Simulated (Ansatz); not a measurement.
C$_{3}$H$_{5}$NO (`N=C1CCO1`), relaxed with RKS PBE-D4/def2-SVP in Ansatz 0.2.0 from a rough embedded geometry. The force threshold is 0.03 eV/Å; the program also tests the step.

Total charge 0; spin multiplicity 1.

Start:

```xyz
10

N    -0.376    1.638   -1.229
C    -0.072    0.660   -0.562
C    -0.672    0.031    0.620
C     0.519   -1.039    0.456
O     0.935   -0.201   -0.731
H     0.377    1.727   -2.025
H    -0.626    0.589    1.554
H    -1.648   -0.458    0.471
H     0.281   -1.986    0.194
H     1.281   -0.960    1.253
```

```
        step  energy (eV)  largest force (eV/Å)  largest move (Å)
           1   -6715.1177                 5.460             0.000
           2   -6715.6071                 1.813             0.047
           3   -6715.6769                 0.607             0.050
           4   -6715.6848                 0.274             0.041
           5   -6715.6870                 0.105             0.014
           6   -6715.6872                 0.058             0.017
7 (rejected)   -6715.6855                 0.249             0.009
           8   -6715.6876                 0.009             0.004
```

End:

```xyz
10

N    -0.357    1.668   -1.276
C    -0.058    0.656   -0.583
C    -0.654   -0.019    0.640
C     0.525   -0.994    0.466
O     0.990   -0.250   -0.706
H     0.317    1.801   -2.048
H    -0.651    0.602    1.556
H    -1.666   -0.439    0.484
H     0.265   -2.038    0.198
H     1.290   -0.989    1.269
```

Hardware: 2 threads of an Arm Neoverse V1 on a shared host. Wall time 16 s, peak host memory 0.18 GiB.
